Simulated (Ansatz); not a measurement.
Cl2, the interaction energy of a dimer with the counterpoise correction

Run with the Ansatz DFT code, driven from Python.

`cl2.py`
```python
# -*- coding: utf-8 -*-
"""Interaction energy of two Cl2 molecules, with the counterpoise correction."""

import ansatz as az

FIRST = [
    ("Cl", (0.8599, -0.2863, 0.4409)),
    ("Cl", (-0.8599, 0.2863, -0.4409)),
]
SECOND = [
    ("Cl", (-0.6805, -0.5527, 3.5795)),
    ("Cl", (0.5855, 0.2997, 4.8962)),
]

def energy(atoms, ghosts=()):
    molecule = az.Crystal.molecule()
    for symbol, xyz in atoms:
        molecule = molecule.atom(symbol, xyz)
    calc = (
        molecule.calculation()
        .basis(gaussian="cc-pVDZ")
        .functional("pbe0", dispersion="d4")
    )
    deck = calc.input()
    if ghosts:
        deck = deck.set(az.key.basis.gaussian.ghost_atoms, [{"symbol": s, "position_ang": list(xyz)} for s, xyz in ghosts])
    return az.Session.from_dict(deck).plan().execute().report["free_energy_ev"]

# monomers in their own basis and in the basis of the dimer
both = energy(FIRST + SECOND)
alone = energy(FIRST) + energy(SECOND)
ghosted = energy(FIRST, SECOND) + energy(SECOND, FIRST)
print(f"dimer {both:.6f} eV")
print(f"interaction, uncorrected   {96.485332 * (both - alone):8.3f} kJ/mol")
print(f"interaction, counterpoise  {96.485332 * (both - ghosted):8.3f} kJ/mol")
print(f"basis-set superposition    {96.485332 * (alone - ghosted):8.3f} kJ/mol")
```

```console
$ python cl2.py
dimer -50072.546487 eV
interaction, uncorrected     -2.648 kJ/mol
interaction, counterpoise    -1.523 kJ/mol
basis-set superposition       1.124 kJ/mol
```

Uncorrected it is -2.648 kJ/mol, with the counterpoise correction -1.523 kJ/mol; the difference, 1.13 kJ/mol, is the superposition error.

Caveats:
- Total energies depend on the basis set; only differences at equal settings carry meaning.
- The dimer is a generated trial pose of unrelaxed monomers, not a minimum, so the figure is no binding energy, and the basis set is small.
- Timing: 7.3 s on 1 thread of Arm Neoverse V1 (shared host), peak memory 0.21 GiB.
